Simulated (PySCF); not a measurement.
Unknown compound

An unknown has the formula C4H4. Its calculated NMR data are:

1H NMR (400 MHz, computed): δ 5.71 (s, 4H).

13C{1H} NMR (computed): δ 147.9 (CH).

Method: structure optimised with PBE0-D3(BJ)/def2-SVP, shielding tensors at PBE0/pcSseg-1 (GIAO), in PySCF 2.14 (no solvent, rapidly exchanging positions averaged, non-relativistic, a single conformation).

Shifts are taken against calculated references (same method and geometry level): 1H, 13C vs TMS.

**Question.** Choose the structure that fits.
A. C#CC=C
B. C=C1C=C1
C. C=C=C=C
D. C1=CC=C1

**Answer.** D. 

Rings plus π bonds: 3 (1 ring in the answer). 1 carbon signal for 4 carbons: some carbons are equivalent by symmetry or fast rotation. Carbon types of the structure: 4 × CH, which accounts for all hydrogens. δC 147.9: alkene CH; as expected for a trigonal carbon in a double bond. δH 5.71: hydrogen on an alkene CH; olefinic region.

The others: C=C1C=C1 would give 3 carbon signals, not 1; C#CC=C would give 4 carbon signals, not 1; C=C=C=C would give 2 carbon signals, not 1.

Shifts are as computed. Against solution values, carbons near 30 ppm lie about +2 ppm off and those near 130 ppm about +5 ppm. Of 1211 compounds with measured shifts, 218 miss one by over three times the rms of a fit or turn the order of signals round; such compounds aren't used in these exercises.
